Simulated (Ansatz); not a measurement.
# A rate constant, worked out

An elementary step of CH₅BO, closed shell (CH₅BO ([BH2][O][CH3]) → CH₃BO ([BH]1[CH2][O]1) + H₂; B–H, C–H broken or loosened, B–C, H–H formed or tightened). The start structure is the reactant molecule, and the electronic barrier above it is 2.699 eV by CCSD(T) at an estimated basis limit (MP2 extrapolated from triple and quadruple zeta, plus CCSD(T) − MP2 in triple zeta). Program: Ansatz 0.2.0. Basis: def2-TZVPP and def2-QZVPP. Cores are frozen in the correlated methods. Extrapolation: Hartree–Fock as exp(−7.88 √X), correlation as X^−2.97. Harmonic wavenumbers at PBE0-D4/def2-TZVP (Ansatz 0.2.0), in cm⁻¹:

Start: 146, 404, 443, 955, 1029, 1041, 1186, 1189, 1235, 1402, 1488, 1490, 1505, 2542, 2650, 3041, 3124, 3130.

Saddle: 795i, 595, 740, 817, 861, 964, 1029, 1119, 1147, 1192, 1238, 1329, 1504, 2243, 2327, 2698, 3085, 3175.

(1) Work out the transition-state-theory rate constant at 900 K from these numbers alone (harmonic vibrations; rotation, path degeneracy and anharmonicity left out), and the Wigner tunnelling factor. Use 1 cm⁻¹ = 1.2398 × 10⁻⁴ eV and k_B = 8.617 × 10⁻⁵ eV/K.

No T1 diagnostic of these runs exceeds 0.017.

Results:

(1) Zero-point energies, half the sums: start 28000/2 cm⁻¹ = 1.7358 eV; saddle, real modes only, 26063/2 cm⁻¹ = 1.6157 eV.
Barrier with zero-point energy: 2.699 + 1.6157 − 1.7358 = 2.5789 eV.
k_BT = 0.07756 eV, so the barrier is 33.25 k_BT.
Vibrational partition functions from the zero-point level, ln q = −Σ ln(1 − exp(−hν/k_BT)): start 4.588, saddle 2.885.
k = (k_BT/h) exp(ln q‡ − ln q) exp(−E0/k_BT), with log₁₀(k_BT/h in s⁻¹) = 13.27: log₁₀ k = 13.27 + (-1.703 − 33.25)/2.3026 = -1.91, so k ≈ 1 × 10^(-2) s⁻¹.
Wigner factor: 1 + (hν‡/k_BT)²/24 = 1 + (1.27)²/24 = 1.07. A change of 1 kcal/mol (0.043 eV) in the barrier would change k by a factor of 1.7 at this temperature.

Labels in which every atom is bracketed show which atoms are joined, not bond orders.

For scale, one of the runs: CCSD(T)/def2-TZVPP, 163 basis functions, launched by `ansatz run in.yaml --threads 2 --pin off --events-out ev --progress --plain --max-ram 4352MiB`. Hardware: 2 CPU threads of an Arm Neoverse V1, shared host. Wall time 23 s; peak host memory 1.3 GiB.
